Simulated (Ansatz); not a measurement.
**AlC2+ (singlet): from Hartree-Fock to the top rungs, cc-pVDZ**

An exercise on one series of results from a longer session: the logs are not shown, and one member is left open.

Method: cc-pVDZ, core rule «outside noble gas», up to 7 orbitals frozen; program: Ansatz 0.2.0, Gaussian basis.

The runs, in order: UHF; CCSD(T) on RHF; CCSD(T) on UHF; BCCD(T) on RHF; CISD; CCSDT(Q) on RHF; CCSDT(Q) on UHF; CASSCF and MRCISD+Q, 8 electrons in 8 orbitals; CASSCF and NEVPT2, 8 electrons in 8 orbitals.

25 further runs of the same task are left out: 3 for a known fault of the program, 6 that didn't finish, 16 set aside as unsound or not needed. Runs told in other sessions of the task aren't counted.

### What is computed

The geometry is a PBE0/def2-TZVP stationary point (not a proven minimum) of the parent state, kept for this charge and spin.

3 atoms, charge 1, spin multiplicity 1.

Atoms are counted from 1 here; the program's logs count them from 0.

Bond lengths: C1–Al2 1.920 Å, Al2–C3 1.920 Å. Angles: C1–Al2–C3 180.0°.

Geometry (Å):

```xyz
3
C2Al
C     0.0000    0.0000    1.9201
Al    0.0000    0.0000    0.0000
C     0.0000    0.0000   -1.9201
```

Set-up of the first run:

File in.yaml:

```yaml
crystal:
  periodic: [false, false, false]
  atoms:
    - {symbol: C, position_ang: [0.000000, 0.000000, 1.920050]}
    - {symbol: Al, position_ang: [0.000000, 0.000000, 0.000000]}
    - {symbol: C, position_ang: [0.000000, 0.000000, -1.920050]}
basis:
  gaussian: {orbitals: cc-pVDZ}
total_charge: 1
magnetization: {spin_polarized: true, initial_magnetization: 0}
hamiltonian: {xc: hf}
output: {orbitals: {seedname: orbitals}}
```

Started as:

```sh
$ ansatz run in.yaml --threads 1 --pin off --events-out ev --progress --plain --max-ram 2393MiB
```

Steps of the session up to this table: UHF; CCSD(T) on RHF; CCSD(T) on UHF; BCCD(T) on RHF; CISD; CCSDT(Q) on RHF; CCSDT(Q) on UHF; CASSCF and MRCISD+Q, 8 electrons in 8 orbitals; CASSCF and NEVPT2, 8 electrons in 8 orbitals.

One table of the session follows, with a row left open; its other results are not shown here.

```
           method  from RCCSDT(Q) (kJ/mol)
              RHF                   +948.0
              UHF                   +336.7
             RMP2                   +267.5
             UMP2                    -33.0
             CISD                   +240.8
            RCCSD                   +111.0
            UCCSD                   -129.4
         RCCSD(T)                    +14.6
         UCCSD(T)                   -144.4
          BCCD(T)                    +14.2
           RCCSDT                    +16.3
           UCCSDT                        ?
        RCCSDT(Q)                        0
        UCCSDT(Q)                   -152.8
  CASSCF frontier                   +303.6
  NEVPT2 frontier                    -36.9
  MRCISD frontier                   -104.7
MRCISD+Q frontier                   -141.8
```

**Question.** Estimate the row for UCCSDT.

**Answer.** from RCCSDT(Q) (kJ/mol): -150.9. In the column «from RCCSDT(Q) (kJ/mol)» it lies between UCCSDT(Q) (-152.8) and UCCSD(T) (-144.4).

The program flags RCCSD(T), BCCD(T), RCCSDT(Q) as in doubt (see the logs), so the zero of the table is itself unsure.

Limits of these values: The report flags that the cluster equations may have other roots. The determinant of CCSD(T) (⟨S²⟩ 2.97) is far from a pure spin state, so its energy mixes those of several spin states; high orders of coupled cluster remove much of that, low ones don't. The determinant of CCSDT(Q) (⟨S²⟩ 2.97) is far from a pure spin state, so its energy mixes those of several spin states; high orders of coupled cluster remove much of that, low ones don't. The program flags RCCSD(T), BCCD(T), RCCSDT(Q) as in doubt, so the zero of the table is itself unsure. Warnings: restricted reference is unstable; spin contamination; large T1 diagnostic. Restricted and unrestricted rows rest on different reference determinants; a gap between their highest levels can come from leftover correlation error, from unlike frozen cores or from another state.
